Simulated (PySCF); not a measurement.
# Proton affinity of N,N-dimethylisopropylamine, site by site

Parent: N,N-dimethylisopropylamine, `CC(C)N(C)C` (C5H13N). Non-hydrogen atoms are numbered in `[CH3:1][CH:2]([CH3:3])[N:4]([CH3:5])[CH3:6]`.

These are calculated values, ωB97X-D3(BJ)/def2-TZVP in PySCF (grid level 2) at geometries from PBE0-D3(BJ)/def2-SVP. ωB97X-D3(BJ) is ωB97X-V with D3(BJ) in place of VV10. Thermal corrections: PBE0-D3(BJ)/def2-SVP frequencies, unscaled, ideal gas at 298.15 K and 1 bar, quasi-RRHO entropy.

```tsv
site	product	PA / kJ/mol	GB / kJ/mol
N4 (amine nitrogen)	CC(C)[NH+](C)C	980	948
```

PA is −ΔH and GB is −ΔG of B + H⁺ → BH⁺ in the gas phase. Sites whose products fell apart, merged with another or lost in a GFN2-xTB screen aren't listed.

In ethanol the product from N4 is solvated 225 kJ/mol more strongly than the parent (electrostatics only).

Measured values (NIST Chemistry WebBook, evaluated or the median of agreeing entries): proton affinity (−ΔH) 971 kJ/mol (computed 980, difference 10); gas-phase basicity (−ΔG) 940 kJ/mol (computed 948, difference 8).

Differences come from unrounded values, so a last digit can differ from that of the printed terms.
